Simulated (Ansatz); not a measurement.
The same path of AlH3 (4 atoms, charge 0, multiplicity 1) was run twice with different band settings. Lost on the way: Al1–H2, Al1–H3. Made: H2–H3.

Computed with RKS r2SCAN/def2-SVP in Ansatz 0.2.0.

Relaxed end points:

```xyz
4
Properties=species:S:1:pos:R:3
Al 0.392 0.000 0.226
H 0.392 0.000 1.815
H 1.768 0.000 -0.568
H -0.984 0.000 -0.568
```

```xyz
4
Properties=species:S:1:pos:R:3
Al -0.817 -0.001 0.714
H 1.403 0.000 0.936
H 1.390 0.000 0.155
H -0.408 0.000 -0.899
```

Common settings: spring 5.0 eV/Å²; optimiser quadratic models (default); start path through a guess of the saddle point; force threshold 0.05 eV/Å; iteration limit 60; end points relaxed.

| run | movable images | climbing image |
| --- | --- | --- |
| 1 | 5 | yes |
| 2 | 3 | no |

Problem. What does each run give, and how far can it be trusted?

Solution. Run 1: converged after 9 iterations, highest image 2.652 eV above the first end. A vibrational analysis at the climbing image gives one clearly imaginary mode, 1130i cm⁻¹: a first-order saddle point.
Run 2: converged after 7 iterations, highest image 2.292 eV above the first end. Neighbouring images differ by up to 1.7 eV, so the band resolves the path poorly. No image climbed, so the highest image needn't sit at the top of the path. So few images can step over the top or miss a turn of the path.
The orbitals stay closed-shell, which can raise the energy where a bond breaks towards radicals; this wasn't checked here.
